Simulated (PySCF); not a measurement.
Molecule: Acetyl fluoride (CC(=O)F, C$_{2}$H$_{3}$FO).

Atom-mapped SMILES (the numbers label the heavy atoms): `[CH3:1][C:2](=[O:3])[F:4]`. Each H is labelled by its parent atom.

Geometry PBE0-D3(BJ)/def2-SVP throughout; GIAO in PySCF, gas phase, one conformer, non-relativistic; equivalent atoms averaged; functional PBE0.

**Question.** How do the shifts δ (against TMS, H2O, CFCl3 at the same level) depend on the basis set? (ppm; last column core-seconds on 1 thread of an Arm Neoverse V2, shared host)

**Answer.** 
```csv
basis set,functions,C2,C1,O3,F4,H(C1),core-s
pcSseg-0,42,181.5,23.6,518.6,67.6,2.47,1.8
cc-pVDZ,71,158.0,18.5,434.9,50.2,1.81,2.9
aug-cc-pVDZ,119,160.7,17.9,418.0,43.2,2.11,4.8
cc-pVTZ,162,166.1,18.5,448.5,51.7,2.00,7
IGLO-III,170,170.0,19.3,450.4,50.1,2.07,7
```

**Question.** Which nucleus moves most, in ppm?

**Answer.** O3 (carbonyl oxygen): from 418.0 ppm with aug-cc-pVDZ to 518.6 ppm with pcSseg-0. The smallest spread is 0.67 ppm, at H(C1). Proton shifts span only some 12 ppm, so a few tenths of a ppm matter as much there as several ppm in carbon.

**Question.** Taking the largest basis, IGLO-III (170 functions), as the yardstick, rank the others by their worst heavy-atom deviation.

**Answer.** cc-pVTZ 3.9 ppm (162 functions), cc-pVDZ 15.5 ppm (71 functions), aug-cc-pVDZ 32.4 ppm (119 functions), pcSseg-0 68.2 ppm (42 functions).

A small basis that lands close on one nucleus may do so by chance; judge by the trend and by all nuclei.
